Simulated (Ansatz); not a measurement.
# C4H6F2: how energies converge with the basis set

How large a basis does C4H6F2 need? Two functionals are run in growing sets.

Computed with Ansatz 0.2.0, Gaussian basis. Level: one geometry, several basis sets.

The runs, in order: PBE0-D4/def2-SVP; ωB97M-V/def2-SVP; PBE0-D4/def2-QZVPP; ωB97M-V/def2-QZVPP; the functionals' def2-TZVPP values are taken from earlier runs.

**1. Structure used throughout**

The geometry comes from an earlier relaxation with PBE0-D4 in a triple-zeta def2 set; it is a stationary point, not always the lowest conformer.

SMILES `CC/C(F)=C\F`, 12 atoms, charge 0, spin multiplicity 1.

Atoms are counted from 1 here; the program's logs count them from 0.

Bond lengths: C1–C2 1.525 Å, C1–H7 1.091 Å, C1–H8 1.092 Å, C1–H9 1.091 Å, C2–C3 1.480 Å, C2–H10 1.096 Å, C2–H11 1.091 Å, C3–F4 1.347 Å, C3–C5 1.323 Å, C5–F6 1.340 Å, C5–H12 1.082 Å. Angles: C2–C1–H7 110.5°, C2–C1–H8 110.9°, C2–C1–H9 111.0°, H7–C1–H8 108.2°, H7–C1–H9 108.0°, H8–C1–H9 108.1°, C1–C2–C3 112.8°, C1–C2–H10 109.8°, C1–C2–H11 110.8°, C3–C2–H10 108.1°, C3–C2–H11 108.1°, H10–C2–H11 107.1°, C2–C3–F4 114.5°, C2–C3–C5 128.5°, F4–C3–C5 117.0°, C3–C5–F6 121.0°, C3–C5–H12 124.6°, F6–C5–H12 114.5°.

**2. PBE0-D4 in def2-SVP**

Contents of in.yaml:

```yaml
crystal:
  periodic: [false, false, false]
  atoms:
    - {symbol: C, position_ang: [0.042494, -0.780123, -1.428537]}
    - {symbol: C, position_ang: [0.714246, -0.161384, -0.206690]}
    - {symbol: C, position_ang: [-0.221486, 0.037123, 0.922562]}
    - {symbol: F, position_ang: [-0.753686, -1.098468, 1.413895]}
    - {symbol: C, position_ang: [-0.597528, 1.171110, 1.491073]}
    - {symbol: F, position_ang: [-0.120720, 2.347756, 1.063752]}
    - {symbol: H, position_ang: [0.772185, -0.943485, -2.223621]}
    - {symbol: H, position_ang: [-0.741751, -0.125857, -1.814567]}
    - {symbol: H, position_ang: [-0.409359, -1.742231, -1.181840]}
    - {symbol: H, position_ang: [1.529861, -0.808382, 0.136105]}
    - {symbol: H, position_ang: [1.154483, 0.805858, -0.455686]}
    - {symbol: H, position_ang: [-1.291839, 1.242683, 2.317555]}
basis:
  gaussian: {orbitals: def2-SVP}
hamiltonian: {xc: pbe0, dispersion: d4}
output: {orbitals: {seedname: orbitals}}
```

Further steps of the session: ωB97M-V in def2-SVP; PBE0-D4 in def2-QZVPP; ωB97M-V in def2-QZVPP.

Q: Predict the results of all the runs planned. Wanted: PBE0-D4: double and triple zeta above quadruple; ωB97M-V: double and triple zeta above quadruple.

As calculated:

| quantity | value |
| --- | --- |
| PBE0-D4: double and triple zeta above quadruple | 11.78, 0.51 eV |
| ωB97M-V: double and triple zeta above quadruple | 12.15, 0.49 eV |

For PBE0-D4 the step from double to triple zeta gains 11.27 eV and the next only 0.51 eV. These are total energies; as a rule much of such shifts cancels in differences, which this series doesn't test. The LUMO of ωB97M-V is positive and keeps falling with the basis (2.88 to 1.85 eV): an unbound level that the basis holds in place.
